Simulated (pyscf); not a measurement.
PySCF, gas phase, ωB97X-D3(BJ)/def2-SVP geometries.

**Question.** PBE/def2-TZVP puts the barrier of CH₄ + Cl–ZnH → H₃C–Zn–Cl + H₂ (four-centre exchange; singlet surface; C–H, H–Zn broken, C–Zn, H–H formed) at 52.4 kcal/mol and the reaction energy at +8.4 kcal/mol, from the separated reactants. What do B3LYP-D3(BJ)/def2-TZVP, M06-2X/def2-TZVP, ωB97M-D3(BJ)/def2-TZVP give on the same structures?

**Answer.** B3LYP-D3(BJ): ΔE‡ = 57.4 kcal/mol, ΔE = +9.3 kcal/mol; M06-2X: ΔE‡ = 54.4 kcal/mol, ΔE = +7.4 kcal/mol; ωB97M-D3(BJ): ΔE‡ = 57.2 kcal/mol, ΔE = +9.8 kcal/mol. PBE's barrier lies under all of them, by 2.0 to 5.0 kcal/mol. Its reaction energy lies among theirs. Low barriers are usual for a GGA, whose delocalisation error favours stretched bonds. At the saddle there is also a short H–Zn contact that neither side keeps. The same reactants have a lower exit, to H₃C–ZnH + HCl (barrier +48.8 kcal/mol at ωB97M-D3(BJ)/def2-TZVP, against +57.2 kcal/mol here). This is the saddle that the search found; another between the same sides may lie lower. Elements up to Kr have no core potential and no relativistic terms here.
